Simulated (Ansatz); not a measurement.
**C₆H₇N: a ladder of functionals and wavefunction methods**

Aim: compute C₆H₇N with functionals from several rungs and with coupled cluster. The yardstick is the atomisation energy at the CCSD(T) limit.

Computed with Ansatz 0.2.0, Gaussian basis. Level: functionals in def2-TZVPP, the program's frozen cores in correlated methods.

The runs, in order: LDA (SPW92), PBE-D4, revPBE-D4, BLYP-D4, r2SCAN-D4, B97M-V, PBE0-D4, B3LYP-D4, r2SCANh-D4, r2SCAN0-D4, HSE06-D4, BHLYP-D4, CAM-B3LYP-D4, LC-ωPBE, ωB97X-V, ωB97M-V, B2PLYP, PBE-QIDH; CCSD(T)/def2-SVP; CCSD(T)/def2-TZVPP; MP2/def2-QZVPP; extrapolation to the limit; RPA on PBE.

### Step 1. The geometry

An earlier PBE0-D4 in a triple-zeta def2 set relaxation fixed the geometry.

SMILES `C=C1CC(C#N)C1`, 14 atoms, charge 0, spin multiplicity 1.

Atoms are counted from 1 here; the program's logs count them from 0.

Bond lengths: C1–C2 1.320 Å, C1–H8 1.084 Å, C1–H9 1.084 Å, C2–C3 1.510 Å, C2–C7 1.510 Å, C3–C4 1.555 Å, C3–H10 1.093 Å, C3–H11 1.090 Å, C4–C5 1.446 Å, C4–C7 1.555 Å, C4–H12 1.091 Å, C5–N6 1.150 Å, C7–H13 1.093 Å, C7–H14 1.090 Å. Angles: C2–C1–H8 121.3°, C2–C1–H9 121.3°, H8–C1–H9 117.4°, C1–C2–C3 133.8°, C1–C2–C7 133.8°, C3–C2–C7 92.1°, C2–C3–C4 87.7°, C2–C3–H10 112.5°, C2–C3–H11 118.2°, C4–C3–H10 111.3°, C4–C3–H11 116.7°, H10–C3–H11 109.1°, C3–C4–C5 117.7°, C3–C4–C7 88.7°, C3–C4–H12 111.1°, C5–C4–C7 117.7°, C5–C4–H12 109.2°, C7–C4–H12 111.1° and more.

Geometry (Å):

```csv
atom,x (Å),y (Å),z (Å)
C1,-0.79233,-1.44233,1.57202
C2,-0.27478,-0.63086,0.66890
C3,0.26399,0.77885,0.71721
C4,0.02372,0.85645,-0.81746
C5,1.06921,1.43154,-1.63372
N6,1.91716,1.87400,-2.27307
C7,-0.13871,-0.69026,-0.83371
H8,-1.18567,-2.41448,1.29673
H9,-0.84145,-1.16274,2.61858
H10,1.33034,0.81032,0.95488
H11,-0.26061,1.50943,1.33325
H12,-0.92156,1.35337,-1.04273
H13,0.78375,-1.18361,-1.15033
H14,-0.97308,-1.08968,-1.41055
```

### Step 2. LDA

This LDA is Slater exchange with PW92 correlation.

File in.yaml:

```yaml
crystal:
  periodic: [false, false, false]
  atoms:
    - {symbol: C, position_ang: [-0.792326, -1.442325, 1.572017]}
    - {symbol: C, position_ang: [-0.274783, -0.630855, 0.668904]}
    - {symbol: C, position_ang: [0.263989, 0.778848, 0.717208]}
    - {symbol: C, position_ang: [0.023721, 0.856453, -0.817459]}
    - {symbol: C, position_ang: [1.069207, 1.431537, -1.633719]}
    - {symbol: N, position_ang: [1.917157, 1.874001, -2.273073]}
    - {symbol: C, position_ang: [-0.138709, -0.690264, -0.833715]}
    - {symbol: H, position_ang: [-1.185666, -2.414481, 1.296735]}
    - {symbol: H, position_ang: [-0.841450, -1.162737, 2.618578]}
    - {symbol: H, position_ang: [1.330338, 0.810322, 0.954876]}
    - {symbol: H, position_ang: [-0.260608, 1.509426, 1.333248]}
    - {symbol: H, position_ang: [-0.921560, 1.353374, -1.042727]}
    - {symbol: H, position_ang: [0.783749, -1.183608, -1.150327]}
    - {symbol: H, position_ang: [-0.973078, -1.089680, -1.410548]}
basis:
  gaussian: {orbitals: def2-TZVPP}
hamiltonian: {xc: lda}
output: {orbitals: {seedname: orbitals}}
```

On the command line:

```bash
$ ansatz run in.yaml --threads 2 --pin off --events-out ev --progress --plain --max-ram 31744MiB --backend cuda --devices 0, --max-vram 18GiB
```

The runs that follow: PBE-D4 (GGA); revPBE-D4 (GGA); BLYP-D4 (GGA); r2SCAN-D4 (meta-GGA); B97M-V (meta-GGA); PBE0-D4 (hybrid); B3LYP-D4 (hybrid); r2SCANh-D4 (hybrid); r2SCAN0-D4 (hybrid); HSE06-D4 (hybrid); BHLYP-D4 (hybrid); CAM-B3LYP-D4 (range-separated); LC-ωPBE (range-separated); ωB97X-V (range-separated); ωB97M-V (range-separated); B2PLYP (double hybrid); PBE-QIDH (double hybrid); CCSD(T) in def2-SVP; CCSD(T) in def2-TZVPP; MP2 in def2-QZVPP; RPA on PBE orbitals.

Before running them: what should the planned runs give, taken together? Wanted: atomisation energy, CCSD(T)/CBS; farthest beyond LDA; mean size of error, GGA; mean size of error, meta-GGA; mean size of error, hybrid; mean size of error, range-separated; mean size of error, double hybrid; gap, smallest and largest; T1 diagnostic.

**Answer**, as computed:

| quantity | value |
| --- | --- |
| atomisation energy, CCSD(T)/CBS | 6251.3 kJ/mol |
| functionals within 31.3 kJ/mol (0.5 %) | B97M-V, B3LYP-D4, r2SCANh-D4, ωB97X-V, B2PLYP, PBE-QIDH |
| farthest beyond LDA | PBE-D4 (+245.7 kJ/mol) |
| mean size of error, GGA | 122.4 kJ/mol |
| mean size of error, meta-GGA | 30.3 kJ/mol |
| mean size of error, hybrid | 85.2 kJ/mol |
| mean size of error, range-separated | 39.8 kJ/mol |
| mean size of error, double hybrid | 27.2 kJ/mol |
| gap, smallest and largest | 5.19 eV (LDA (SPW92)), 12.38 eV (LC-ωPBE) |
| T1 diagnostic | 0.0116 |
| triples share of the correlation energy | 4.7 % |

In words: The LDA atomisation energy is off by 988.4 kJ/mol (16 %): it overbinds. PBE-D4 misses by +245.7 kJ/mol. Double hybrids carry the basis error of their MP2 part in triple zeta, and no dispersion term here, so their miss is partly the set-up's. The rungs double hybrid, meta-GGA miss on average by less than the doubt on the reference (31.3 kJ/mol), so they tie; GGA functionals have the largest mean beyond LDA (122.4 kJ/mol). Misses under about 31.3 kJ/mol are within the doubt on the reference itself, which lacks core-valence correlation, relativity and higher excitations. Hartree-Fock recovers 72 % of the binding; the rest is correlation. CCSD(T) in def2-SVP is off by -232.8 kJ/mol, worse than the median functional, from the basis alone. Orbital gaps span 5.2 to 12.4 eV; exact exchange widens them.
